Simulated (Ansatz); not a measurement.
C₂H₃ClFN (`C/N=C(/F)Cl`), charge 0, multiplicity 1.

Q: Give a relaxed structure at PBE0-D4/def2-TZVP (the Gaussian-basis code of Ansatz). (Estimate.)

A: The calculation gave: 
Cartesian coordinates in Å:
```
C -0.4921 0.4373 -0.8708
N -0.2353 0.4909 0.5391
C 0.4688 -0.3274 1.1319
F 0.6799 -0.2416 2.4311
Cl 1.3115 -1.7038 0.4958
H -0.1610 1.3750 -1.3223
H -1.5708 0.3686 -1.0274
H -0.0011 -0.3990 -1.3774
```
Point group Cs.
